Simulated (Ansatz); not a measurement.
Results of r²SCAN+rVV10 (PAW; Ansatz, a program for electronic structure) for anatase TiO2 (metastable phase).

Numerical settings: plane-wave cutoff 560 eV, 12×12×12 k mesh, Fermi–Dirac smearing 0.01 eV, no spin polarisation, scalar-relativistic PAW data made under PBE.

Properties against volume:

Shape and atoms are relaxed at each volume.

```
V (Å³/atom)  P (GPa)  direct gap at Γ (eV)  smallest gap on the k mesh (eV)  c (Å)
-----------  -------  --------------------  -------------------------------  -----
10.867          8.12                 3.081                            2.466  9.253
11.093          3.93                 3.049                            2.495  9.396
11.320          0.00                 3.012                            2.514  9.530
11.546         -3.68                 2.969                            2.524  9.655
11.772         -7.10                 2.923                            2.525  9.770
```

The fundamental gap (2.51 eV at the equilibrium volume, with added k points) lies elsewhere than Γ–Γ.

Note: the bulk modulus comes from volumes at which shape and atoms were relaxed.
